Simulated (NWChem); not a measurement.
# A calculation on Li$_{2}$

```xyz
2

Li     0.0000     0.0000     1.3936
Li     0.0000     0.0000    -1.3936
```
Charge 0, spin multiplicity 1.

Program: NWChem. The geometry was optimised at PBE0/def2-SVP, a minimum by its harmonic frequencies.

Symmetry labels belong to the abelian group D2h used in the runs, with the axes of the coordinates shown; states degenerate in a higher group split over its labels.

B3LYP has NWChem's definition, with VWN1-RPA local correlation. The structure started from a generated list of species.

Q: List the lowest 3 singlet excitations that TD-B3LYP/def2-SVPD, VWN1-RPA local correlation gives, with oscillator strengths.

A: 
| state | symmetry | energy (eV) | wavelength (nm) | f |
|---|---|---|---|---|
| 1 | b1u | 1.92 | 646 | 0.448 |
| 2 | b3u | 2.56 | 485 | 0.498 |
| 3 | b2u | 2.56 | 485 | 0.498 |
